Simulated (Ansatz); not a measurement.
Basis-set extrapolation for `C=C1NCO1` (PBE0-D4/def2-TZVP geometry, frozen core, the Gaussian-basis code of Ansatz). Multiplicity 1, RHF reference.

|  | def2-TZVPP | def2-QZVPP |
| --- | --- | --- |
| HF | -245.858595 | -245.869637 |
| MP2 correlation | -0.917449 | -0.981597 |
| CCSD(T) correlation | -0.984305 | not run |

Energies in hartree. Use E(X) = E(∞) + A·exp(−7.88·√X) for Hartree–Fock and E(X) = E(∞) + B·X^(−2.97) for correlation, with X = 3 and 4, and add CCSD(T) minus MP2 of the smaller set to the MP2 limit.

Question: What is the CCSD(T) energy at the basis-set limit?

Answer: HF limit: -245.869637 + (-0.011042) × 0.13774 = -245.87116. MP2 limit: -0.981597 + (-0.064148) × 0.74074 = -1.02911. Higher-order term: -0.984305 − (-0.917449) = -0.06686. Total: -246.96713 hartree, 78.0 kcal/mol below CCSD(T)/def2-TZVPP.
